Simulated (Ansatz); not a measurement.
Input file:

```yaml
crystal:
  periodic: [false, false, false]
  atoms:
    - {symbol: B, position_ang: [0.000000, -0.156486, 0.316905]}
    - {symbol: Al, position_ang: [0.000000, 0.026792, -1.795344]}
    - {symbol: H, position_ang: [0.000000, 0.129694, 1.478439]}
basis:
  gaussian: {orbitals: "6-31++G**"}
magnetization: {spin_polarized: false, initial_magnetization: 1}
correlation: {method: fic_mrcisd_q, electrons: valence, active_space: {window: {electrons: 3, orbitals: 3}, states: [{multiplicity: 2, weights: []}]}}
scf: {lower_state_search: full}
```

```sh
$ ansatz run in.yaml --threads 1 --pin off --events-out ev --progress --plain --max-ram 2393MiB
```

One thing in this input was set wrong on purpose, beside settings that are merely unusual. What is the gravest fault, and what does the program do?

Impossible set of states or weights. How the run ends: refused.
```
Error: set 0 has no weights, but each of its states needs one positive weight
```
